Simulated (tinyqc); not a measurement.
Starting guesses with DIIS over 6 matrices: SCF starting guesses in the sto-3g basis, for CH4, spin multiplicity 1. Computed by the program tinyqc with PySCF. RHF with one setting changed at a time; a run stops when the energy changes by less than 1e-09 hartree and the error matrix is below 1e-5. Starts: the lowest orbitals of the core Hamiltonian, of the Wolfsberg-Helmholz matrix (K = 1.75), projected atomic densities, random orbitals, and the highest orbitals of the core Hamiltonian (a deliberately bad start).

Geometry (angstrom):

| atom | x | y | z |
|---|---|---|---|
| C | 0.0000 | 0.0000 | 0.0000 |
| H | 0.6500 | 0.6500 | 0.6500 |
| H | 0.6500 | -0.6500 | -0.6500 |
| H | -0.6500 | 0.6500 | -0.6500 |
| H | -0.6500 | -0.6500 | 0.6500 |

lowest restricted solution found by these runs and by PySCF = -39.721055 hartree

Largest element of the error matrix X^T (FDS - SDF) X:

| iteration | core | Wolfsberg-Helmholz | atomic densities | random | highest core orbitals |
|---|---|---|---|---|---|
| 1 | 5.7e-01 | 3.2e-01 | 9.0e-01 | 5.9e+00 | 1.7e-01 |
| 2 | 2.3e-01 | 7.5e-02 | 3.0e-02 | 4.0e-01 | 5.2e-01 |
| 3 | 2.8e-02 | 9.2e-03 | 1.2e-02 | 1.1e-01 | 4.9e-01 |
| 4 | 3.2e-03 | 2.2e-03 | 1.1e-03 | 1.8e-02 | 5.4e-01 |
| 5 | 3.5e-04 | 1.2e-05 | 7.4e-06 | 2.0e-03 | 5.5e-01 |
| 6 | 3.2e-06 | 2.2e-07 | 6.6e-08 | 2.7e-04 | 5.6e-01 |
| 8 | - | - | - | 3.5e-06 | 6.5e-02 |
| 10 | - | - | - | - | 1.9e-03 |
| 14 | - | - | - | - | 2.6e-07 |

How each run ends:

| run | iterations | E (hartree) | state |
|---|---|---|---|
| core | 7 | -39.72106 | lowest found |
| Wolfsberg-Helmholz | 6 | -39.72106 | lowest found |
| atomic densities | 6 | -39.72106 | lowest found |
| random | 9 | -39.72106 | lowest found |
| highest core orbitals | 14 | -39.72106 | lowest found |

What does the comparison show, and why?

5 of 5 runs reach the lowest restricted solution found, in 6 to 14 iterations (fastest: Wolfsberg-Helmholz, atomic densities). The first errors are 6e-01, 3e-01, 9e-01, 6e+00, 2e-01; the deliberately bad start has the smallest one, so a small first error does not mark a good start.
